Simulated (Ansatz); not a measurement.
# C3H5ClO: the cost of one run

Program: Ansatz 0.2.0. Level of theory: RKS PBE0-D4/def2-SVP. These are calculated values, not measurements.

1 further run of the same task is left out (it didn't finish).

## Step 1: The structure to begin with

Bond lengths: C1–C2 1.524 Å, C2–Cl3 1.745 Å, C2–C4 1.442 Å, C2–O5 1.429 Å, C4–O5 1.375 Å, C1–H6 1.070 Å, C1–H7 1.048 Å, C1–H8 1.114 Å, C4–H9 1.162 Å, C4–H10 1.067 Å. Angles (14 of 19 angles, heavy atoms first): C1–C2–Cl3 114.8°, C1–C2–C4 123.7°, C1–C2–O5 116.3°, Cl3–C2–C4 115.6°, Cl3–C2–O5 116.8°, C4–C2–O5 57.2°, C2–C4–O5 60.9°, C2–O5–C4 61.9°, C2–C1–H6 109.9°, C2–C1–H7 111.2°, C2–C1–H8 107.0°, C2–C4–H9 117.6°, C2–C4–H10 123.8°, O5–C4–H9 115.3°.

Coordinates:

```xyz
10

C     0.5256   -0.4551    1.0878
C     0.3650    0.0954   -0.3237
Cl    1.6426   -0.3388   -1.4298
C    -0.9121    0.3845   -0.9287
O    -0.1574    1.4215   -0.4318
H     1.4040   -0.0450    1.5408
H     0.5044   -1.5028    1.0905
H    -0.3191   -0.0533    1.6921
H    -1.8676    0.1293   -0.3183
H    -1.1024    0.3131   -1.9761
```

## Step 2: Relaxing end A

File input.yaml:

```yaml
crystal:
  periodic: [false, false, false]
  atoms:
    - { symbol: C, position_ang: [0.5256, -0.4551, 1.0878] }
    - { symbol: C, position_ang: [0.365, 0.0954, -0.3237] }
    - { symbol: Cl, position_ang: [1.6426, -0.3388, -1.4298] }
    - { symbol: C, position_ang: [-0.9121, 0.3845, -0.9287] }
    - { symbol: O, position_ang: [-0.1574, 1.4215, -0.4318] }
    - { symbol: H, position_ang: [1.404, -0.045, 1.5408] }
    - { symbol: H, position_ang: [0.5044, -1.5028, 1.0905] }
    - { symbol: H, position_ang: [-0.3191, -0.0533, 1.6921] }
    - { symbol: H, position_ang: [-1.8676, 0.1293, -0.3183] }
    - { symbol: H, position_ang: [-1.1024, 0.3131, -1.9761] }
basis:
  gaussian: { orbitals: def2-SVP }
hamiltonian:
  xc: pbe0
  dispersion: d4
relax:
  f_tol: 0.015
  max_steps: 40
output:
  orbitals: {}
```

The run is started by

```sh
$ ansatz run input.yaml --threads 2 --pin off --max-ram 3072MiB --backend cpu --events-out ev --progress --plain --runs-dir out
```

What time and memory should one allow on 2 threads of Arm Neoverse V1, shared host?

About 20 s, with a peak of 0.21 GiB.
